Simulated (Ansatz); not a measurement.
Species, as SMILES: [SiH4] (SiH4).
Atoms: Si1, H2, H3, H4, H5. Bonds: Si1-H2, Si1-H3, Si1-H4, Si1-H5.

Basis-set convergence of the optimised Si1-H2 bond length at PBE with Ansatz (a quantum-chemistry and plane-wave program). All functions are spherical. The program fits the integrals of some runs and decomposes those of others, by size. No added dispersion term, no relativity. Reference: the value in def2-QZVPPD, 1.4923 Å, itself unsure by roughly 0.0004 Å (its mean distance from pcseg-3, def2-QZVPP, cc-pV(Q+d)Z). Deviations are taken from unrounded values.

| basis | functions | optimised Si1-H2 bond length (Å) | minus reference (Å) |
|---|---|---|---|
| pcseg-0 | 21 | 1.5020 | 0.0097 |
| pcseg-1 | 38 | 1.5021 | 0.0098 |
| aug-pcseg-1 | 63 | 1.5008 | 0.0085 |
| pcseg-2 | 90 | 1.4928 | 0.0005 |
| aug-pcseg-2 | 142 | 1.4930 | 0.0007 |
| pcseg-3 | 196 | 1.4922 | -0.0001 |

The smallest set listed that lies within 0.003 Å of the reference with all its larger relatives (same family, alike in diffuse functions; a set with none counts only in the reference's own line) is pcseg-2 (90 functions, 0.0005 Å off). Inside, with no larger relative to test it: aug-pcseg-2.
